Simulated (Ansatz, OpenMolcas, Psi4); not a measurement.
# Predicting a hybrid from its neighbours: SO3

SO3: 4 atoms, total charge 0, spin state singlet. As SMILES, `O=S(=O)=O`. The shape is that of a PBE0-D4/def2-TZVP optimisation.

The HOMO–LUMO gap y, in eV, basis 6-311+G(d,p); a is the functional's share of exact exchange. Programs: Ansatz 0.2.0, OpenMolcas 26.06, Psi4 1.11.

| functional | program | a | y (eV) |
| --- | --- | --- | --- |
| TPSS | OpenMolcas | 0 | 4.88 |
| revPBE | Ansatz | 0 | 4.70 |
| TPSSh | Psi4 | 0.1 | 5.93 |
| B3LYP | Ansatz | 0.2 | 6.83 |
| PBE0 | Ansatz | 0.25 | ? |
| r2SCAN0 | Ansatz | 0.25 | 7.72 |
| BHLYP | Ansatz | 0.5 | 10.13 |

Q: Fit y = c + s·a to the known rows and predict PBE0.

A: 
1. Means of the 6 rows: a = 0.1750, y = 6.698.
2. Σ(Δa)² = 0.17875, Σ(Δa·Δy) = 1.9208, so the slope is 1.9208/0.17875 = 10.746.
3. Intercept: 6.698 − (10.746) × 0.1750 = 4.817. The largest residual of the fit is 0.22.
4. PBE0: 4.817 + (10.746) × 0.25 = 7.50 eV.

The run gave 7.37 eV, so the prediction is off by +0.13 eV, within the largest residual. Exact exchange lowers occupied levels and raises empty ones.
